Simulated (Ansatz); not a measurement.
# CHMg (doublet): from Hartree-Fock to the top rungs, def2-QZVPP

The task here is to estimate one member of a computed series from the others.

Program: Ansatz 0.2.0, Gaussian basis. Level of theory: def2-QZVPP, core rule «outside noble gas», up to 6 orbitals frozen. These are calculated values, not measurements.

Plan: UHF; ROHF; CCSD(T) on UHF.

2 further runs of the same task are left out: 2 set aside as unsound or not needed.

**What is computed**

The geometry is a PBE0/def2-TZVP stationary point (not a proven minimum).

3 atoms, charge 0, spin multiplicity 2.

Atoms are counted from 1 here; the program's logs count them from 0.

Bond lengths: C1–Mg2 2.097 Å, Mg2–H3 1.697 Å. Angles: C1–Mg2–H3 180.0°.

The first run:

The input, in.yaml:

```yaml
crystal:
  periodic: [false, false, false]
  atoms:
    - {symbol: C, position_ang: [0.000000, 0.000000, 1.963452]}
    - {symbol: Mg, position_ang: [0.000000, 0.000000, -0.133469]}
    - {symbol: H, position_ang: [0.000000, 0.000000, -1.829984]}
basis:
  gaussian: {orbitals: "def2-QZVPP.json"}
magnetization: {spin_polarized: true, initial_magnetization: 1}
hamiltonian: {xc: hf}
output: {orbitals: {seedname: orbitals}}
```

The run is started by

```
> ansatz run in.yaml --threads 1 --pin off --events-out ev --progress --plain --max-ram 2393MiB
```

Among the steps run: UHF; ROHF; CCSD(T) on UHF.

One of the session's tables, all rows but one given; the rest of the session is left out.

```
  method  from UCCSD(T) (meV)
    ROHF              +5602.7
     UHF              +4582.5
    UMP2                    ?
   UCCSD               +279.6
UCCSD(T)                    0
```

**Question.** Estimate the row for UMP2.

As computed: from UCCSD(T) (meV): +1199.6. In the column «from UCCSD(T) (meV)» it lies between UCCSD (+279.6) and UHF (+4582.5).

The program flags UCCSD(T) as in doubt (see the logs), so the zero of the table is itself unsure.

Limits of these values: The determinant is far from a pure spin state, so its energy mixes those of several spin states (harmless only where they are near-degenerate, as at dissociation). The program flags UCCSD(T) as in doubt, so the zero of the table is itself unsure.
